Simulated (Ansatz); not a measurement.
Write a Python script for Ansatz's Python interface that makes vertical and adiabatic energies of changing the electron count of H₂P, SMILES [PH2]. Level of theory (for the species named): B3LYP, 6-31G* basis, multiplicity 2.

`h2p.xyz`
```text
3

P    -0.00190    0.54190    0.00000
H    -1.14850   -0.27510    0.00000
H     1.15040   -0.26680    0.00000
```

The script, `h2p.py`:
```python
import itertools

import ansatz as az
from ase.data import atomic_numbers, covalent_radii
import numpy as np

system = az.Crystal.molecule_from_extxyz('h2p.xyz')

base = (
    system.calculation()
    .basis(gaussian='6-31G*')
    .functional('b3lyp')
    .spin('collinear', total=1)
)
symbols = [site.symbol for site in system.cartesian_sites]
start = np.array([site.position_ang for site in system.cartesian_sites], dtype=float)
r = base.relax(force_tolerance=0.01).run().report
end = np.array(r['positions_ang'])

minimum = az.Crystal.molecule()
for symbol, place in zip(symbols, end):
    minimum = minimum.atom(symbol, place.tolist())
ion = (
    minimum.calculation()
    .basis(gaussian='6-31G*')
    .functional('b3lyp')
    .charge(1)
)
vertical = ion.run().report
settled = ion.relax(force_tolerance=0.01, max_steps=80).run().report
print(f'vertical ionisation energy   {vertical["free_energy_ev"] - r["free_energy_ev"]:.3f} eV')
print(f'adiabatic, no zero point     {settled["free_energy_ev"] - r["free_energy_ev"]:.3f} eV')
print(f'relaxation energy of the ion {vertical["free_energy_ev"] - settled["free_energy_ev"]:.3f} eV')
ionised = np.array(settled['positions_ang'])
radius = [covalent_radii[atomic_numbers[s]] for s in symbols]
span = lambda where, i, j: np.linalg.norm(where[i] - where[j])
bonded = [(i, j) for i, j in itertools.combinations(range(len(symbols)), 2) if min(span(end, i, j), span(ionised, i, j)) < 1.2 * (radius[i] + radius[j])]
print('pair        before    after (A)')
for i, j in bonded:
    print(f'{symbols[i]}{i}-{symbols[j]}{j}'.ljust(10), f'{span(end, i, j):8.4f} {span(ionised, i, j):8.4f}')
```

```console
$ python h2p.py
vertical ionisation energy   9.909 eV
adiabatic, no zero point     9.908 eV
relaxation energy of the ion 0.000 eV
pair        before    after (A)
P0-H1        1.4306   1.4296
P0-H2        1.4306   1.4296
```

Reading the output:
- The energies are electronic: no zero-point or thermal terms, and the basis set is short of its limit. The product may relax into another structure. The relaxation finds the nearest minimum, so the adiabatic value is an upper bound.
- The species is open-shell (spin multiplicity 2).
- b3lyp holds the VWN-RPA fit, as in Gaussian; the form of ORCA and Turbomole is b3lyp5.
- Only the spin states typed were run; another state of an ion can lie lower, by up to an eV or two.
- Timing: 4.8 s on 1 thread of Arm Neoverse V1, on a shared host, peak memory 0.16 GiB.

(Lines on the test bed's own set-up are left out of the output.)
